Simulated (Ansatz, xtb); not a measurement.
C3N−: where a starting geometry ends

The starting geometry of this gas-phase singlet has its atoms placed at random.

| atom | x (Å) | y (Å) | z (Å) |
| --- | --- | --- | --- |
| C | 1.7167 | -0.2101 | 0.6891 |
| C | 0.3003 | 0.8815 | -1.4839 |
| C | 0.6070 | 0.1819 | -0.4065 |
| N | 0.8032 | -0.6414 | 1.5518 |

Problem. Guess where an optimisation with r2SCAN-D4/def2-SVPD ends from this start.

Solution. It ends as `[C-]#CC#N`. Distances that change by over a tenth: C1–C3 (1.61 → 1.36 Å), C1–N4 (1.33 → 1.18 Å).

The energy falls by 4.05 eV over 9 steps:

```tsv
step	E − E(last) (eV)
1	4.048
2	3.225
3	2.627
4	0.954
5	0.289
6	0.008
7	0.000
8	0.000
9	0.000
```

Final geometry (Å):

```tsv
atom	x (Å)	y (Å)	z (Å)
C	1.0140	-0.2438	0.7025
C	0.4260	0.8664	-1.5979
C	0.7086	0.3329	-0.4924
N	1.2787	-0.7438	1.7383
```

From the same start GFN2-xTB reaches the same bonding as this run.

From so rough a start the end depends on the optimiser's path, so another program may land elsewhere. No frequencies were run, so the end isn't proven a minimum. Run with Ansatz 0.2.0, 21 s on 1 thread of Intel(R) Xeon(R) Processor @ 2.50GHz (Skylake/Cascade Lake), on a shared host.
